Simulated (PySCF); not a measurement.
**Dipole moment and polarisability of methylketene**

Compound: methylketene, C₃H₄O.
Atom-mapped SMILES: `[CH3:1][CH:2]=[C:3]=[O:4]` (hydrogens: H5, H6, H7 on C1; H8 on C2)

Structure used (PBE0-D3(BJ)/def2-TZVP), in Å, numbered top down from 1:
```
atom  x, y, z in Å
C1    -0.9062   -0.3262   -0.0984
C2     0.3005    0.5020    0.2397
C3     1.5230    0.1506   -0.0629
O4     2.6072   -0.1630   -0.3326
H5    -0.6243   -1.2414   -0.6201
H6    -1.5935    0.2264   -0.7441
H7    -1.4506   -0.6139    0.8046
H8     0.1990    1.4465    0.7612
```

Level: CAM-B3LYP/aug-cc-pVTZ (PySCF), static field, nuclei fixed, core orbitals frozen in the response. The polarisability tensor in these axes (au):

```
x   56.17 -2.53 -3.66
y   -2.53 33.69  1.52
z   -3.66  1.52 32.47
```

Problem. Give the principal values, the mean and the anisotropy Δα = √{½[(α1 − α2)² + (α2 − α3)² + (α1 − α3)²]}.

Solution. Principal values 31.32, 33.97 and 57.04 au; mean 40.78 au = 6.04 Å³ = 6.72 × 10⁻⁴⁰ C²·m²/J; Δα = 24.51 au (60 % of the mean).

Problem. What is the dipole moment, and where does it point?

Solution. (-1.88, 0.34, 0.36) D, 1.94 D in size, pointing from the negative to the positive side. Measured along this direction, the outermost atoms are O4 at the negative end and H6 and H7 at the positive end.

Problem. Find the Langevin capture rate constant for NH4+ (18.034 u) meeting this molecule (56.026 u), k = 2.342 × 10⁻⁹ cm³/s × √(α in Å³ / reduced mass in u).

Solution. The reduced mass is 13.64 u, so k = 1.56 × 10⁻⁹ cm³/s. The formula leaves out the permanent dipole, which adds to the capture rate.

Problem. Give the eigenvalues of the traceless quadrupole moment Θ = ½Σq(3rr − r²1), origin at the centre of nuclear charge.

Solution. -3.13, -0.68, 3.80 D·Å. The values depend on the origin, since the dipole doesn't vanish. The electronic extent ⟨r²⟩ about the same centre is 310 bohr², a root-mean-square distance of 1.70 Å for the 30 electrons.

Problem. In TDDFT the mean static polarisability is Σ f/ω² over all singlet excitations (ω in hartree). How much of it do the 10 lowest give? Their energies (eV) and oscillator strengths: 3.61, 0.0000; 5.52, 0.0090; 6.29, 0.0047; 6.49, 0.0011; 6.61, 0.0085; 7.38, 0.1004; 7.41, 0.0019; 7.51, 0.0046; 7.61, 0.0414; 7.78, 0.0262.

Solution. They add up to 2.77 au, 6.8 % of the 40.78 au; the largest single term is 1.37 au, from the state at 7.38 eV. Terms in order: 0.00, 0.22, 0.09, 0.02, 0.14, 1.37, 0.03, 0.06, 0.53, 0.32 au. Higher excitations give the rest. The strengths listed sum to 0.198.

Isolated species at its PBE0-D3(BJ)/def2-TZVP geometry, gas phase.

These values come from a run that also computed excited states. The run took 43 s of wall time on an Arm Neoverse N1 with one thread, no GPU (shared host), and the process peaked at 0.98 GiB of memory.
